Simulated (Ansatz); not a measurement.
We consider cubic perovskite SrTiO3 (cubic form, which distorts at low temperature), described by LDA (Ansatz, a first-principles code, PAW).

Run with plane-wave cutoff 520 eV, 6×6×6 k mesh, no spin polarisation, scalar-relativistic PAW data made under PBE.

The cell has the measured lattice: a = b = c = 3.905 Å, α = β = γ = 90.00°.

### Question
Estimate the elastic constant C44, Voigt–Reuss–Hill bulk modulus, elastic constant C12, Poisson ratio and elastic constant C11 that the calculation returns.

### Answer

- elastic constant C44: 112 GPa
- Voigt–Reuss–Hill bulk modulus: 169 GPa
- elastic constant C12: 93.3 GPa
- Poisson ratio: 0.228
- elastic constant C11: 321 GPa

Measured, for comparison: elastic constant C44 124 GPa, elastic constant C12 103 GPa, elastic constant C11 318 GPa (273 K, no zero-point or thermal correction; as tabulated in Frostenson et al. (2021), arXiv:2109.07393). Computed (rounded) less measured: elastic constant C44 -10 %, elastic constant C12 -9 %, elastic constant C11 +0.9 %.

Note: the cell isn't this level's own, so it is under some stress, which shifts stiffness and frequencies.

Elastic constants are with the ions relaxed.

It cost very roughly 30 core-seconds of CPU time.
